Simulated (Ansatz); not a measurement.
Basis-set extrapolation for C3H6FN (`C=NC(C)F`) (PBE0-D4/def2-TZVP geometry, frozen core, Ansatz). Multiplicity 1, RHF reference.

```
                      def2-TZVPP   def2-QZVPP
                 HF  -271.074827  -271.087038
    MP2 correlation    -0.952376    -1.022942
CCSD(T) correlation    -1.024441      not run
```

Energies in hartree. Use E(X) = E(∞) + A·exp(−7.88·√X) for Hartree–Fock and E(X) = E(∞) + B·X^(−2.97) for correlation, with X = 3 and 4, and add CCSD(T) minus MP2 of the smaller set to the MP2 limit.

Problem. What is the CCSD(T) energy at the basis-set limit?

Solution. HF limit: -271.087038 + (-0.012211) × 0.13774 = -271.08872. MP2 limit: -1.022942 + (-0.070566) × 0.74074 = -1.07521. Higher-order term: -1.024441 − (-0.952376) = -0.07206. Total: -272.23599 hartree, 85.8 kcal/mol below CCSD(T)/def2-TZVPP.
